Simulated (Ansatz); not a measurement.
`BC[SiH3]` + H₂O → `BO` + `C[SiH3]`  (formal hydrolysis of a B–C bond)

Computed with Ansatz on PBE0-D4/def2-TZVP structures; ΔE is electronic, products minus reactants. CCSD(T)/CBS adds triple-zeta CCSD(T) − MP2 to the extrapolated MP2 energy (def2 sets, frozen cores). This one scheme is used for every species. DFT in def2-TZVPP.

```tsv
species	revPBE-D4 energy (Eh)
`BC[SiH3]`	-356.60304
H₂O	-76.44108
`BO`	-101.92124
`C[SiH3]`	-331.16839
```

Question: Work out ΔE.

Answer: ΔE = (-101.92124) + (-331.16839) − (-356.60304) − (-76.44108) = -0.04551 Eh = -119.5 kJ/mol. CCSD(T)/CBS gives -120.9 kJ/mol.

Largest T1 diagnostic among the species: 0.014.

Leaving LDA and LC-ωPBE aside and taking each functional with its dispersion term where it has one, the values, not all of them listed here, spread over 14.1 kJ/mol, from CAM-B3LYP-D4 to revPBE-D4. In def2-TZVPP, CCSD(T) changes the Hartree–Fock value by +12.0 kJ/mol (the triples alone add +0.8 kJ/mol) and MP2 by +13.5 kJ/mol. At CCSD(T), def2-SVP lies −30.7 kJ/mol from the extrapolated value and def2-TZVPP −4.8 kJ/mol.
